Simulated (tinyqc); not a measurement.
Worked calculation: RHF in the sto-6g basis, for H2O, spin multiplicity 1. One step of it, computed by the program tinyqc.

Problem. Iteration 2: building the Fock matrix. J_ij = sum D_kl (ij|kl), K_ij = sum D_kl (ik|jl); F = H + J - 0.5 K; E = tr D H + tr D J / 2 - 0.25 tr D K + E_nn.

D after iteration 1:
```
            1O 1s      1O 2s    1O 2px     1O 2py     1O 2pz      2H 1s      3H 1s
1O 1s    2.088076  -0.369598  0.000000   0.000000   0.103016  -0.077549  -0.077549
1O 2s   -0.369598   1.583810  0.000000   0.000000  -0.505435   0.242895   0.242895
1O 2px   0.000000   0.000000  2.000000   0.000000   0.000000   0.000000   0.000000
1O 2py   0.000000   0.000000  0.000000   0.959268   0.000000   0.529380  -0.529380
1O 2pz   0.103016  -0.505435  0.000000   0.000000   1.576070   0.361677   0.361677
2H 1s   -0.077549   0.242895  0.000000   0.529380   0.361677   0.465865  -0.118421
3H 1s   -0.077549   0.242895  0.000000  -0.529380   0.361677  -0.118421   0.465865
```

core Hamiltonian H = T + V (hartree):
```
             1O 1s      1O 2s     1O 2px     1O 2py     1O 2pz      2H 1s      3H 1s
1O 1s   -32.798338  -7.247759   0.000000   0.000000  -0.011044  -0.953462  -0.953462
1O 2s    -7.247759  -9.022725   0.000000   0.000000  -0.129698  -2.328727  -2.328727
1O 2px    0.000000   0.000000  -7.287683   0.000000   0.000000   0.000000   0.000000
1O 2py    0.000000   0.000000   0.000000  -7.384363   0.000000  -1.486365   1.486365
1O 2pz   -0.011044  -0.129698   0.000000   0.000000  -7.328863  -0.997117  -0.997117
2H 1s    -0.953462  -2.328727   0.000000  -1.486365  -0.997117  -4.154760  -0.633771
3H 1s    -0.953462  -2.328727   0.000000   1.486365  -0.997117  -0.633771  -4.154760
```

Two-electron integrals (ij|kl) in chemists' order, unique and non-zero (hartree):
```
(11|11) 4.787491    (21|11) 0.675884    (21|21) 0.121505    (22|11) 1.117379
(22|21) 0.249212    (22|22) 0.817383    (31|31) 0.025762    (32|31) 0.039145
(32|32) 0.180664    (33|11) 1.117381    (33|21) 0.249212    (33|22) 0.817382
(33|33) 0.880663    (41|41) 0.025762    (42|41) 0.039145    (42|42) 0.180664
(43|43) 0.047461    (44|11) 1.117381    (44|21) 0.249212    (44|22) 0.817382
(44|33) 0.785741    (44|44) 0.880663    (51|51) 0.025762    (52|51) 0.039145
(52|52) 0.180664    (53|53) 0.047461    (54|54) 0.047461    (55|11) 1.117381
(55|21) 0.249212    (55|22) 0.817382    (55|33) 0.785741    (55|44) 0.785741
(55|55) 0.880663    (61|11) 0.093881    (61|21) 0.016192    (61|22) 0.032538
(61|33) 0.032469    (61|41) 0.000666    (61|42) 0.001308    (61|44) 0.032613
(61|51) 0.000434    (61|52) 0.000854    (61|54) 0.000094    (61|55) 0.032530
(61|61) 0.002199    (62|11) 0.251469    (62|21) 0.056985    (62|22) 0.209929
(62|33) 0.206311    (62|41) 0.003840    (62|42) 0.029530    (62|44) 0.213923
(62|51) 0.002506    (62|52) 0.019273    (62|54) 0.004968    (62|55) 0.209553
(62|61) 0.007653    (62|62) 0.070179    (63|31) 0.006016    (63|32) 0.034883
(63|43) 0.005953    (63|53) 0.003885    (63|63) 0.009365    (64|11) 0.161483
(64|21) 0.037079    (64|22) 0.145574    (64|33) 0.139257    (64|41) 0.008137
(64|42) 0.053695    (64|44) 0.156103    (64|51) 0.001384    (64|52) 0.012277
(64|54) 0.007109    (64|55) 0.141361    (64|61) 0.005181    (64|62) 0.059119
(64|64) 0.058506    (65|11) 0.105390    (65|21) 0.024199    (65|22) 0.095007
(65|33) 0.090885    (65|41) 0.001384    (65|42) 0.012277    (65|44) 0.094108
(65|51) 0.006920    (65|52) 0.042896    (65|54) 0.008057    (65|55) 0.100029
(65|61) 0.003382    (65|62) 0.038584    (65|64) 0.032071    (65|65) 0.030296
(66|11) 0.427898    (66|21) 0.098746    (66|22) 0.418040    (66|33) 0.402641
(66|41) 0.007731    (66|42) 0.083510    (66|44) 0.435038    (66|51) 0.005045
(66|52) 0.054502    (66|54) 0.021143    (66|55) 0.416441    (66|61) 0.013352
(66|62) 0.186463    (66|64) 0.178674    (66|65) 0.116610    (66|66) 0.774999
(71|11) 0.093881    (71|21) 0.016192    (71|22) 0.032538    (71|33) 0.032469
(71|41) -0.000666   (71|42) -0.001308   (71|44) 0.032613    (71|51) 0.000434
(71|52) 0.000854    (71|54) -0.000094   (71|55) 0.032530    (71|61) 0.002162
(71|62) 0.007361    (71|64) 0.004589    (71|65) 0.003258    (71|66) 0.012729
(71|71) 0.002199    (72|11) 0.251469    (72|21) 0.056985    (72|22) 0.209929
(72|33) 0.206311    (72|41) -0.003840   (72|42) -0.029530   (72|44) 0.213923
(72|51) 0.002506    (72|52) 0.019273    (72|54) -0.004968   (72|55) 0.209553
(72|61) 0.007361    (72|62) 0.053652    (72|64) 0.031900    (72|65) 0.028634
(72|66) 0.111982    (72|71) 0.007653    (72|72) 0.070179    (73|31) 0.006016
(73|32) 0.034883    (73|43) -0.005953   (73|53) 0.003885    (73|63) 0.006824
(73|73) 0.009365    (74|11) -0.161483   (74|21) -0.037079   (74|22) -0.145574
(74|33) -0.139257   (74|41) 0.008137    (74|42) 0.053695    (74|44) -0.156103
(74|51) -0.001384   (74|52) -0.012277   (74|54) 0.007109    (74|55) -0.141361
(74|61) -0.004589   (74|62) -0.031900   (74|64) -0.012779   (74|65) -0.016721
(74|66) -0.062602   (74|71) -0.005181   (74|72) -0.059119   (74|74) 0.058506
(75|11) 0.105390    (75|21) 0.024199    (75|22) 0.095007    (75|33) 0.090885
(75|41) -0.001384   (75|42) -0.012277   (75|44) 0.094108    (75|51) 0.006920
(75|52) 0.042896    (75|54) -0.008057   (75|55) 0.100029    (75|61) 0.003258
(75|62) 0.028634    (75|64) 0.016721    (75|65) 0.021831    (75|66) 0.064539
(75|71) 0.003382    (75|72) 0.038584    (75|74) -0.032071   (75|75) 0.030296
(76|11) 0.062601    (76|21) 0.014326    (76|22) 0.057112    (76|33) 0.055913
(76|44) 0.057124    (76|51) 0.000999    (76|52) 0.009104    (76|55) 0.058300
(76|61) 0.001897    (76|62) 0.018606    (76|64) 0.013743    (76|65) 0.011533
(76|66) 0.051340    (76|71) 0.001897    (76|72) 0.018606    (76|74) -0.013743
(76|75) 0.011533    (76|76) 0.006282    (77|11) 0.427898    (77|21) 0.098746
(77|22) 0.418040    (77|33) 0.402641    (77|41) -0.007731   (77|42) -0.083510
(77|44) 0.435038    (77|51) 0.005045    (77|52) 0.054502    (77|54) -0.021143
(77|55) 0.416441    (77|61) 0.012729    (77|62) 0.111982    (77|64) 0.062602
(77|65) 0.064539    (77|66) 0.258121    (77|71) 0.013352    (77|72) 0.186463
(77|74) -0.178674   (77|75) 0.116610    (77|76) 0.051340    (77|77) 0.774999
```

nuclear repulsion = 7.19665464 hartree

Give: Coulomb J; exchange K; Fock matrix F; total energy of this density.

Solution.

Coulomb J (hartree):
```
          1O 1s    1O 2s  1O 2px   1O 2py   1O 2pz   2H 1s    3H 1s
1O 1s   17.4279   3.0989  0.0000   0.0000  -0.0146  0.4158   0.4158
1O 2s    3.0989   8.1662  0.0000   0.0000  -0.0194  2.0820   2.0820
1O 2px   0.0000   0.0000  8.1756   0.0000   0.0000  0.0000   0.0000
1O 2py   0.0000   0.0000  0.0000   8.1544   0.0000  1.4419  -1.4419
1O 2pz  -0.0146  -0.0194  0.0000   0.0000   8.1685  0.9431   0.9431
2H 1s    0.4158   2.0820  0.0000   1.4419   0.9431  4.3040   0.5697
3H 1s    0.4158   2.0820  0.0000  -1.4419   0.9431  0.5697   4.3040
```

exchange K (hartree):
```
         1O 1s    1O 2s  1O 2px   1O 2py   1O 2pz   2H 1s    3H 1s
1O 1s   9.7965   1.5409  0.0000   0.0000   0.0003  0.2226   0.2226
1O 2s   1.5409   2.5128  0.0000   0.0000  -0.1933  0.7885   0.7885
1O 2px  0.0000   0.0000  2.2500   0.0000   0.0000  0.0000   0.0000
1O 2py  0.0000   0.0000  0.0000   1.7735   0.0000  0.5719  -0.5719
1O 2pz  0.0003  -0.1933  0.0000   0.0000   2.0638  0.3703   0.3703
2H 1s   0.2226   0.7885  0.0000   0.5719   0.3703  0.9108   0.1726
3H 1s   0.2226   0.7885  0.0000  -0.5719   0.3703  0.1726   0.9108
```

Fock matrix F (hartree):
```
           1O 1s    1O 2s   1O 2px   1O 2py   1O 2pz    2H 1s    3H 1s
1O 1s   -20.2687  -4.9193   0.0000   0.0000  -0.0257  -0.6490  -0.6490
1O 2s    -4.9193  -2.1130   0.0000   0.0000  -0.0525  -0.6409  -0.6409
1O 2px    0.0000   0.0000  -0.2371   0.0000   0.0000   0.0000   0.0000
1O 2py    0.0000   0.0000   0.0000  -0.1167   0.0000  -0.3304   0.3304
1O 2pz   -0.0257  -0.0525   0.0000   0.0000  -0.1923  -0.2392  -0.2392
2H 1s    -0.6490  -0.6409   0.0000  -0.3304  -0.2392  -0.3061  -0.1503
3H 1s    -0.6490  -0.6409   0.0000   0.3304  -0.2392  -0.1503  -0.3061
```

total energy of this density = -75.487172 hartree
